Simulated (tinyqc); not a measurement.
A ladder of methods, and size consistency: correlation methods against full CI in the sto-3g basis, for HF, spin multiplicity 1. Computed by the program tinyqc with PySCF. 

Geometry (angstrom):

| atom | x | y | z |
|---|---|---|---|
| F | 0.0000 | 0.0000 | 0.0000 |
| H | 0.0000 | 0.0000 | 0.8170 |

RHF energy of one = -98.539819 hartree

All electrons correlated; +Q is the Davidson correction (1 - c0^2) E_corr. The last columns treat two copies 100 angstrom apart as one system. FCI is the lowest singlet.

Correlation energies (hartree):

| method | E_corr of one | share of FCI (%) | E_corr of two at 100 angstrom | two minus twice one (mhartree) |
|---|---|---|---|---|
| MP2 | -0.013366 | 70.0634 | -0.026732 | 0.0000 |
| CISD | -0.019077 | 100.0000 | -0.037805 | 0.3492 |
| CISD+Q | -0.019255 | 100.9328 | -0.038490 | 0.0198 |
| CCSD | -0.019077 | 100.0000 | -0.038154 | 0.0000 |
| CCSD(T) | -0.019077 | 100.0000 | -0.038154 | 0.0000 |
| FCI | -0.019077 | 100.0000 | - | - |

MP2 recovers 70 %, CISD 100.0 % and CCSD 100.0 % of the FCI value (c0^2 = 0.991 in CISD). MP2 and coupled cluster are size consistent, so their last column vanishes; CISD loses 0.35 mhartree, since a double excitation on each copy is a quadruple of the pair, and the Davidson correction leaves +0.02. With two electrons, or one virtual orbital, CISD and CCSD are exact for one copy, so +Q overshoots there.
